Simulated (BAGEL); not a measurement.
**A workflow on Si2H6O (disilanol)**

Aim: a single-point energy (HF/def2-SV(P)), then the energy (NEVPT2(2,2)/def2-SV(P)), then the energy (CASPT2(2,2)/def2-SV(P)) of Si2H6O (disilanol). 

Program for the calculation: BAGEL 1.2.2.

1 further run of the same task is left out (set aside as unsound or not needed).

### Step 1. The molecule

Si2H6O has 9 atoms, charge 0, and is taken as a singlet. SMILES: `O[SiH2][SiH3]`. The Si2–Si3 distance was set to 5.399 Å, away from the relaxed value. At this shape a bond of the SMILES string is far longer than usual.

Bond lengths: O1–Si2 1.654 Å, O1–H4 0.958 Å, Si2–H5 1.493 Å, Si2–H6 1.484 Å, Si3–H7 1.489 Å, Si3–H8 1.491 Å, Si3–H9 1.488 Å. Angles: O1–Si2–H5 111.3°, O1–Si2–H6 105.5°, Si2–O1–H4 117.6°, H5–Si2–H6 108.5°, H7–Si3–H8 108.3°, H7–Si3–H9 108.8°, H8–Si3–H9 108.2°.

### Step 2. A single-point energy at HF/def2-SV(P) (density fitting with svp-jkfit) (run 1)

hf.json reads:

```json
{ "bagel" : [

{
  "title" : "molecule",
  "basis" : "def2-sv_p_.json",
  "df_basis" : "svp-jkfit",
  "angstrom" : false,
  "geometry" : [
    { "atom" : "O", "xyz" : [ -4.36568687,  6.80841489, -4.27617621 ] },
    { "atom" : "Si", "xyz" : [ -1.31604685,  6.60659214, -3.62214200 ] },
    { "atom" : "Si", "xyz" : [  1.02838896, -1.96229161,  1.39575172 ] },
    { "atom" : "H", "xyz" : [ -5.09814471,  5.48844119, -5.27546338 ] },
    { "atom" : "H", "xyz" : [  0.24448899,  6.72262132, -5.96899287 ] },
    { "atom" : "H", "xyz" : [ -0.73665682,  8.85933465, -2.05574801 ] },
    { "atom" : "H", "xyz" : [  3.80382972, -2.08776942,  1.84153811 ] },
    { "atom" : "H", "xyz" : [  0.27627796, -4.21068775, -0.12509987 ] },
    { "atom" : "H", "xyz" : [ -0.29479728, -2.09589524,  3.87299369 ] }
  ]
},
{
  "title" : "hf"
},
{
  "title" : "print",
  "file" : "orbitals.molden",
  "orbitals" : true
}

]}
```

The basis set def2-SV(P) is read from a file made from the Basis Set Exchange's data (not shown).

Launch:

```console
BAGEL_NUM_THREADS=1 BAGEL hf.json > hf.out
```

Standard output:

```text
* using 1 threads per process

  ===============================================================
  ===============================================================

  *** Geometry ***

  { "atom" : "O", "xyz" : [     -4.365687,      6.808415,     -4.276176 ] },
  { "atom" : "Si", "xyz" : [     -1.316047,      6.606592,     -3.622142 ] },
  { "atom" : "Si", "xyz" : [      1.028389,     -1.962292,      1.395752 ] },
  { "atom" : "H", "xyz" : [     -5.098145,      5.488441,     -5.275463 ] },
  { "atom" : "H", "xyz" : [      0.244489,      6.722621,     -5.968993 ] },
  { "atom" : "H", "xyz" : [     -0.736657,      8.859335,     -2.055748 ] },
  { "atom" : "H", "xyz" : [      3.803830,     -2.087769,      1.841538 ] },
  { "atom" : "H", "xyz" : [      0.276278,     -4.210688,     -0.125100 ] },
  { "atom" : "H", "xyz" : [     -0.294797,     -2.095895,      3.872994 ] },

  Number of auxiliary basis functions:      441

  Since a DF basis is specified, we compute 2- and 3-index integrals:
    o Being stored without compression. Storage requirement is 0.014 GB

  Number of basis functions:       62
  Number of electrons      :       42

    * METHOD: MOLECULE                             0.17

  *** RHF ***

  === Nuclear Repulsion ===
   111.5306321005

      * DIIS with orbital gradients will be used.

  === RHF iteration (def2-sv_p_.json) ===
      0       -655.56623473          0.02237831           0.05
      1       -655.63593534          0.01758153           0.04
      2       -655.76459366          0.00351942           0.05
      3       -655.77242684          0.00235115           0.04
      4       -655.77621965          0.00017592           0.04
      5       -655.77625635          0.00004994           0.04
      6       -655.77625881          0.00001026           0.04
      7       -655.77625890          0.00000211           0.04
      8       -655.77625890          0.00000069           0.04
      9       -655.77625890          0.00000030           0.04
     10       -655.77625890          0.00000007           0.05
     11       -655.77625890          0.00000003           0.05
     12       -655.77625890          0.00000001           0.04
     13       -655.77625890          0.00000000           0.04
    * SCF iteration converged.

    * Permanent dipole moment:
           (    0.162590,    -0.187789,     0.720269) a.u.

    * METHOD: HF                                   0.74

    * METHOD: PRINT                                0.01

  ===============================================================
```

It took 1.1 s on 1 thread of Arm Neoverse V1, shared host; peak memory 0.15 GiB.

### Step 3. A single-point energy at NEVPT2(2,2)/def2-SV(P) (density fitting with svp-jkfit) (run 2)

input.json reads:

```json
{ "bagel" : [

{
  "title" : "molecule",
  "basis" : "def2-sv_p_.json",
  "df_basis" : "svp-jkfit",
  "geometry" : [
    { "atom" : "O", "xyz" : [ -4.36568687,  6.80841489, -4.27617621 ] },
    { "atom" : "Si", "xyz" : [ -1.31604685,  6.60659214, -3.62214200 ] },
    { "atom" : "Si", "xyz" : [  1.02838896, -1.96229161,  1.39575172 ] },
    { "atom" : "H", "xyz" : [ -5.09814471,  5.48844119, -5.27546338 ] },
    { "atom" : "H", "xyz" : [  0.24448899,  6.72262132, -5.96899287 ] },
    { "atom" : "H", "xyz" : [ -0.73665682,  8.85933465, -2.05574801 ] },
    { "atom" : "H", "xyz" : [  3.80382972, -2.08776942,  1.84153811 ] },
    { "atom" : "H", "xyz" : [  0.27627796, -4.21068775, -0.12509987 ] },
    { "atom" : "H", "xyz" : [ -0.29479728, -2.09589524,  3.87299369 ] }
  ]
},
{
  "title" : "hf"
},
{
  "title" : "nevpt2",
  "nstate" : 1,
  "nact" : 2,
  "nclosed" : 20,
  "active" : [21, 22],
  "maxiter" : 200,
  "natocc" : true,
  "ncore" : 11
},
{
  "title" : "print",
  "file" : "orbitals.molden",
  "orbitals" : true
}

]}
```

The basis set def2-SV(P) is read from a file made from the Basis Set Exchange's data (not shown).

Launch:

```console
BAGEL_NUM_THREADS=1 BAGEL input.json > input.out
```

Standard output:

```text
* using 1 threads per process

  ===============================================================
  ===============================================================

  *** Geometry ***

  { "atom" : "O", "xyz" : [     -4.365687,      6.808415,     -4.276176 ] },
  { "atom" : "Si", "xyz" : [     -1.316047,      6.606592,     -3.622142 ] },
  { "atom" : "Si", "xyz" : [      1.028389,     -1.962292,      1.395752 ] },
[... 5 lines of this table left out ...]
  { "atom" : "H", "xyz" : [     -0.294797,     -2.095895,      3.872994 ] },

  Number of auxiliary basis functions:      441

  Since a DF basis is specified, we compute 2- and 3-index integrals:
    o Being stored without compression. Storage requirement is 0.014 GB

[... 18 lines left out ...]
    * SCF iteration converged.
[... 1 line left out ...]
    * Permanent dipole moment:
[... 28 lines left out ...]
    * Second-order optimization converged. *

     guess   0:   closed 1.                   open ..

  === FCI iteration ===

      0  0      -655.76272064     7.23e-02      0.00
      1  0      -655.88697501     7.44e-03      0.00
      2  0 *    -655.88775027     8.63e-16      0.00

     * ci vector, state   0, <S^2> = 0.0000
       2.     0.7553394664
       .2    -0.6553337246

  === DF-NEVPT2 calculation ===

    * 3-index integral transformation done
    * assembly done

      NEVPT2 correlation energy:   -0.3233298040      0.06

          (+0)     -0.2779868732
          (+0)'    -0.0047863502
          (+1)     -0.0126085313
          (+1)'    -0.0000000000
          (+2)     -0.0000198047
          (-1)     -0.0278794318
          (-1)'     0.0000000000
          (-2)     -0.0000488126

      NEVPT2 total energy:       -656.2110800718

    * METHOD: NEVPT2                               1.53

    * METHOD: PRINT                                0.01

  ===============================================================
```

It took 2.6 s on 1 thread of Arm Neoverse V1, shared host; peak memory 0.15 GiB.

### Step 4. A single-point energy at CASPT2(2,2)/def2-SV(P) (density fitting with svp-jkfit) (run 3)

input.json reads:

```json
{ "bagel": [

{
  "title": "molecule",
  "basis": "def2-sv_p_.json",
  "df_basis": "svp-jkfit",
  "angstrom": false,
  "geometry": [
    { "atom": "O", "xyz": [ -4.36568687,  6.80841489, -4.27617621 ] },
    { "atom": "Si", "xyz": [ -1.31604685,  6.60659214, -3.62214200 ] },
    { "atom": "Si", "xyz": [  1.02838896, -1.96229161,  1.39575172 ] },
    { "atom": "H", "xyz": [ -5.09814471,  5.48844119, -5.27546338 ] },
    { "atom": "H", "xyz": [  0.24448899,  6.72262132, -5.96899287 ] },
    { "atom": "H", "xyz": [ -0.73665682,  8.85933465, -2.05574801 ] },
    { "atom": "H", "xyz": [  3.80382972, -2.08776942,  1.84153811 ] },
    { "atom": "H", "xyz": [  0.27627796, -4.21068775, -0.12509987 ] },
    { "atom": "H", "xyz": [ -0.29479728, -2.09589524,  3.87299369 ] }
  ]
},
{ "title": "hf" },
{ "title": "casscf", "nstate": 1, "nact": 2, "nclosed": 20, "active": [21, 22], "maxiter": 200, "natocc": true },
{ "title": "print", "file": "orbitals.molden", "orbitals": true },
{ "title": "smith", "method": "caspt2", "ms": true, "xms": true, "sssr": true, "shift": 0.2, "shift_imag": true, "ncore": 11 }

]}
```

The basis set def2-SV(P) is read from a file made from the Basis Set Exchange's data (not shown).

Launch:

```console
BAGEL_NUM_THREADS=1 BAGEL input.json > input.out
```

Standard output:

```text
* using 1 threads per process

  ===============================================================
  ===============================================================

  *** Geometry ***

  { "atom" : "O", "xyz" : [     -4.365687,      6.808415,     -4.276176 ] },
  { "atom" : "Si", "xyz" : [     -1.316047,      6.606592,     -3.622142 ] },
  { "atom" : "Si", "xyz" : [      1.028389,     -1.962292,      1.395752 ] },
[... 5 lines of this table left out ...]
  { "atom" : "H", "xyz" : [     -0.294797,     -2.095895,      3.872994 ] },

  Number of auxiliary basis functions:      441

  Since a DF basis is specified, we compute 2- and 3-index integrals:
    o Being stored without compression. Storage requirement is 0.014 GB

[... 18 lines left out ...]
    * SCF iteration converged.
[... 1 line left out ...]
    * Permanent dipole moment:
[... 27 lines left out ...]
    * Second-order optimization converged. *
[... 9 lines left out ...]
     * ci vector, state   0, <S^2> = 0.0000
[... 16 lines left out ...]
    * Zeroth order energy : state  0       -0.2855422677
[... 4 lines left out ...]
       #      aibj      arbs      arbi      airj      risj      airs      arst      rist         Etot      error   time
[... 2 lines left out ...]
       0  -0.27674  -0.00007  -0.03068  -0.01397  -0.00003  -0.00467  -0.00000  -0.00000   -0.3261692  0.0004172   0.03
       1  -0.27675  -0.00007  -0.03069  -0.01397  -0.00003  -0.00471  -0.00000  -0.00000   -0.3262355  0.0000462   0.02
       2  -0.27675  -0.00007  -0.03069  -0.01397  -0.00003  -0.00471  -0.00000  -0.00000   -0.3262363  0.0000040   0.02
       3  -0.27675  -0.00007  -0.03069  -0.01397  -0.00003  -0.00471  -0.00000  -0.00000   -0.3262363  0.0000003   0.03

      ------------------------------------------------------------------------------------------------------------------

    * CASPT2 energy : state  0     -656.2161023085
        w/o shift correction       -656.2139865784
        reference weight              0.8948960115

    * METHOD: SMITH                                0.22

  ===============================================================
```

Run time: 2.7 s. Hardware: 1 thread of Arm Neoverse V1, shared host; peak memory 0.15 GiB.

### Step 5. Summary of results

| quantity | value |
| --- | --- |
| run 1, HF/def2-SV(P): total energy | -655.77626 Eh |
| run 1, HF/def2-SV(P): dipole moment | 1.94 D |
| run 1, HF/def2-SV(P): HOMO energy | -5.90 eV |
| run 1, HF/def2-SV(P): LUMO energy | -1.91 eV |
| run 1, HF/def2-SV(P): HOMO–LUMO gap | 3.99 eV |
| run 2, NEVPT2(2,2)/def2-SV(P): total energy | -656.21108 Eh |
| run 3, CASPT2(2,2)/def2-SV(P): total energy | -656.21610 Eh |

**Reading.** One bond (run 1, HF/def2-SV(P)) is far stretched, which a spin-restricted single reference describes badly; a broken-symmetry solution may lie lower.
